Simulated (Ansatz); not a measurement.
We consider bcc Rb, described by PBEsol in Ansatz (plane waves, PAW).

A relaxed, unreconstructed slab of the (210) face has 10 atoms, two equal faces of 69.312 Å² each and an energy of -32169.0271 eV. A bulk cell of 10 atoms with the same orientation and in-plane k mesh has -32169.9232 eV. Energies are extrapolated to zero smearing.

Settings: plane-wave cutoff 500 eV, 10×6×1 k mesh (along the axes of the cell as run), Fermi–Dirac smearing 0.1 eV, scalar-relativistic PAW data made under PBE.

Worked out: γ = (E_slab − N E_bulk per atom)/2A = [-32169.0271 − 10 × (-32169.9232/10)]/(2 × 69.312) = 0.0065 eV/Å². With 16.022 J/m² per eV/Å² this is 0.10 J/m², or 0.45 eV per surface cell and face.

Ansatz is a first-principles code.
